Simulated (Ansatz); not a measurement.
BMe2H (C₂H₇B), relaxed as a singlet with RKS PBE-D4/def2-TZVP in Ansatz, starting from the GFN2-xTB geometry. Force threshold 0.02 eV/Å.

Start:

```xyz
10

B     0.098    0.500   -0.329
C    -0.903    0.562    0.881
C     0.846   -0.829   -0.707
H    -0.388    1.027    1.723
H    -1.252   -0.409    1.223
H    -1.771    1.188    0.684
H     0.378   -1.245   -1.600
H     0.807   -1.599    0.060
H     1.889   -0.664   -0.971
H     0.296    1.469   -0.963
```

(1) Estimate the energy that the relaxation releases and the steps that it takes.

(2) Does the start keep its bonding and symmetry?

(3) Predict the relaxed structure.

Answers

(1) 0.05 eV, in 7 steps; 8 s on 2 threads of Arm Neoverse V1 on a shared host. No frequencies were taken in this run, so the end may be a saddle point.

(2) By distances, no bond broke or formed. The bond that changes most is B1–H10, from 1.17 to 1.21 Å (atoms count from 1).

(3) 
Cartesian coordinates in Å:
```
B 0.095 0.470 -0.306
C -0.924 0.554 0.874
C 0.864 -0.833 -0.694
H -0.380 1.056 1.701
H -1.271 -0.413 1.267
H -1.787 1.208 0.672
H 0.370 -1.212 -1.612
H 0.823 -1.644 0.048
H 1.908 -0.656 -0.995
H 0.304 1.470 -0.955
```
Bond lengths: 2 × B–C 1.56 Å; 6 × C–H 1.10 to 1.11 Å; 1 × B–H 1.21 Å.
